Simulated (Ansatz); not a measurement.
A made-up structure of CH₂BMg, doublet:

B1  (-0.809, 0.194, -0.513)
C2  (0.348, 0.582, 0.347)
Mg3  (1.104, -1.693, 0.428)
H4  (-1.776, -0.299, -1.264)
H5  (1.133, 1.216, 1.002)
(Å)

It is relaxed with PBE-D4/def2-SVP and then PBE0-D4/def2-TZVP (Ansatz 0.2.0). Atoms count as bonded within 1.22 times the sum of their covalent radii (H–H: 0.88 Å). The end point is not checked to be a true minimum.

Problem. Does its bonding change? (A judgement: the text doesn't fix the answer.)

Solution. Computed: Yes. Formed: B1–Mg3; broken: none.

Where it ends: The first stage lowers the energy by 0.88 eV in 5 steps. It ends as CH₂BMg ([BH]1[CH][Mg]1):
```xyz
5
angstrom
B -0.7227 0.1733 -0.4582
C 0.3107 0.5193 0.3099
Mg 0.9855 -1.5116 0.3822
H -1.5853 -0.2668 -1.1282
H 1.0118 1.0858 0.8942
```

Labels in which every atom is bracketed show which atoms are joined, not bond orders.

For scale, one of the runs: PBE0-D4/def2-TZVP relaxation, 106 basis functions, launched by `ansatz run in.yaml --threads 2 --pin off --events-out ev --progress --plain --max-ram 4352MiB`. The run took about 16 s on 2 CPU threads of an Arm Neoverse V2 (shared host).
